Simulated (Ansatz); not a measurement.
# B2H+ (triplet): from Hartree-Fock to the top rungs, cc-pVTZ

An exercise on one series of results from a longer session: the logs are not shown, and one member is left open.

The runs use Ansatz 0.2.0, Gaussian basis; cc-pVTZ, core rule «outside noble gas», up to 2 orbitals frozen.

To be run: UHF; CCSD(T) on ROHF; CCSD(T) on UHF; BCCD(T) on ROHF; CCSDT(Q) on ROHF; CCSDT(Q) on UHF.

22 further runs of the same task are left out: 4 for a known fault of the program, 5 that didn't finish, 13 set aside as unsound or not needed.

## The system

The geometry is a PBE0/def2-TZVP stationary point (not a proven minimum) of the parent state, kept for this charge and spin.

3 atoms, charge 1, spin multiplicity 3.

Atoms are counted from 1 here; the program's logs count them from 0.

Bond lengths: B1–B2 1.520 Å, B1–H3 1.178 Å. Angles: B2–B1–H3 180.0°.

The first run:

in.yaml reads:

```yaml
crystal:
  periodic: [false, false, false]
  atoms:
    - {symbol: B, position_ang: [0.000000, 0.000000, 0.114060]}
    - {symbol: B, position_ang: [0.000000, 0.000000, -1.406367]}
    - {symbol: H, position_ang: [0.000000, 0.000000, 1.292307]}
basis:
  gaussian: {orbitals: cc-pVTZ}
total_charge: 1
magnetization: {spin_polarized: true, initial_magnetization: 2}
hamiltonian: {xc: hf}
output: {orbitals: {seedname: orbitals}}
```

The run is started by

```sh
$ ansatz run in.yaml --threads 1 --pin off --events-out ev --progress --plain --max-ram 2393MiB
```

Steps of the session up to this table: UHF; CCSD(T) on ROHF; CCSD(T) on UHF; BCCD(T) on ROHF; CCSDT(Q) on ROHF; CCSDT(Q) on UHF.

One table of the session follows, with a row left open; its other results are not shown here.

```
   method  from UCCSDT(Q) (kcal/mol)
     ROHF                     +79.48
      UHF                     +78.29
     RMP2                          ?
     UMP2                     +17.83
    RCCSD                      +2.72
    UCCSD                      +2.68
 RCCSD(T)                      +0.60
 UCCSD(T)                      +0.59
  BCCD(T)                      +0.59
   RCCSDT                      +0.07
   UCCSDT                      +0.06
RCCSDT(Q)                      +0.01
UCCSDT(Q)                          0
```

**Question.** Estimate the row for RMP2.

The run gave: from UCCSDT(Q) (kcal/mol): +17.82. In the column «from UCCSDT(Q) (kcal/mol)» it lies between RCCSD (+2.72) and UMP2 (+17.83).

Caveats from the session: Restricted and unrestricted rows rest on different reference determinants; where their highest levels disagree by more than a few hundredths of an eV, they describe different states and don't form one ladder.
